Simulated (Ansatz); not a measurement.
Compare A (`COC=C=N`) with its isomer B (`NC#CCO`).

Computed with Ansatz on PBE0-D4/def2-TZVP structures; ΔE is electronic, products minus reactants. CCSD(T)/CBS is the MP2 limit (def2-TZVPP, def2-QZVPP) plus CCSD(T) − MP2 in def2-TZVPP, frozen cores. Functionals use def2-TZVPP. B3LYP here is the variant with VWN-RPA as its local correlation; programs differ in this. Each species was taken in one conformer, which may not be the lowest.

Which is lower in electronic energy at CCSD(T)/CBS, and by how much? (Best estimate.)

Ansatz gave: B, by 22.8 kJ/mol.

Give E(B) − E(A) in kJ/mol with PBE-D4, CCSD(T)/def2-TZVPP, PBE0-D4, BLYP-D4, B3LYP, B2PLYP, B3LYP-D4. (Estimate.)

Computed: PBE-D4 -5.2, CCSD(T)/def2-TZVPP -15.5, PBE0-D4 -15.4, BLYP-D4 2.5, B3LYP -8.2, B2PLYP -16.0, B3LYP-D4 -7.1. The order is the other way round with BLYP-D4.

Does the order hold for the free energy at 298.15 K (harmonic terms from PBE0-D4)? (Best estimate.)

Computed: Yes: G(B) − G(A) = -20.2 kJ/mol, for one conformer each.

Largest T1 diagnostic: 0.014.

At CCSD(T), def2-SVP lies +19.4 kJ/mol from the extrapolated value and def2-TZVPP +7.3 kJ/mol. Leaving LDA and LC-ωPBE aside and taking each functional with its dispersion term where it has one, the values, not all of them listed here, spread over 28.9 kJ/mol, from PBE-QIDH to BLYP-D4. LDA lies −9.7 kJ/mol from PBE without D4.
